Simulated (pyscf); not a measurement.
## Four-centre exchange: F–GeH₂• (SMILES [F][GeH2]) + NH₃ (SMILES N) → H₂N–GeH₂• (SMILES [NH2][GeH2]) + HF (SMILES F)

Gas phase, doublet surface, charge 0. Bonds broken: Ge1–F2, N5–H6. Bonds formed: Ge1–N5, F2–H6. Optimised with ωB97X-D3(BJ)/def2-SVP in PySCF.

Transition state (Å):

```xyz
8

Ge    -1.2453    -0.8360     0.1855
F     -0.8719     1.0864     1.2726
H     -0.8521    -2.1768    -0.5573
H     -2.6814    -0.4631    -0.2425
N     -0.1926     0.4788    -0.8450
H     -0.3701     1.1238     0.1785
H      0.7690     0.2129    -1.0534
H     -0.6307     0.8369    -1.6930
```

One imaginary mode, 739i cm⁻¹; descent along it reached the two sides named, in the forms told below.

```tsv
bond	change	reactant side (Å)	saddle	product side
Ge1–F2	breaks	1.768	2.240	3.1
N5–H6	breaks	1.020	1.223	1.705
Ge1–N5	forms	2.8	1.975	1.872
F2–H6	forms	2.213	1.204	0.954
```

Electronic energies relative to the separated reactants (eV):

| level | barrier | reaction energy | reverse barrier |
|---|---|---|---|
| ωB97X-D3(BJ)/def2-TZVP | 0.56 | +0.48 | 0.07 |
| PBE/def2-TZVP | 0.38 | +0.49 | -0.11 |
| r²SCAN/def2-TZVP | 0.47 | +0.51 | -0.05 |
| B3LYP-D3(BJ)/def2-TZVP | 0.55 | +0.51 | 0.04 |
| PBE0-D3(BJ)/def2-TZVP | 0.45 | +0.45 | 0.01 |
| M06-2X/def2-TZVP | 0.59 | +0.53 | 0.06 |
| ωB97M-D3(BJ)/def2-TZVP | 0.60 | +0.52 | 0.08 |
| HF/def2-TZVP | 1.32 | +0.65 | 0.67 |

With ωB97M-D3(BJ)/def2-TZVP energies and thermal terms (ideal gas, 1 atm, RRHO with modes under 100 cm⁻¹ raised to 100, one conformer, R ln 2 for chiral ones without a mode under 150 cm⁻¹), in eV:

```
T (K)   ΔH‡   ΔG‡     ΔH     ΔG
-----  ----  ----  -----  -----
298    0.53  0.99  +0.49  +0.51
600    0.54  1.46  +0.52  +0.52
900    0.57  1.91  +0.55  +0.51
1200   0.61  2.35  +0.57  +0.50
```

On the reactant side the descent ends in a complex, 0.23 eV under the separated species and 0.78 eV under the saddle at ωB97X-D3(BJ)/def2-TZVP. On the product side the descent ends in a bound adduct, 0.35 eV under the separated species and 0.43 eV under the saddle at ωB97X-D3(BJ)/def2-TZVP. At PBE, r²SCAN the saddle lies under the separated products, which points to a path from their complex (located at ωB97X-D3(BJ) alone), and parting the products costs more than the saddle. This is the saddle that the search found; another between the same sides may lie lower. Elements up to Kr have no core potential and no relativistic terms here.
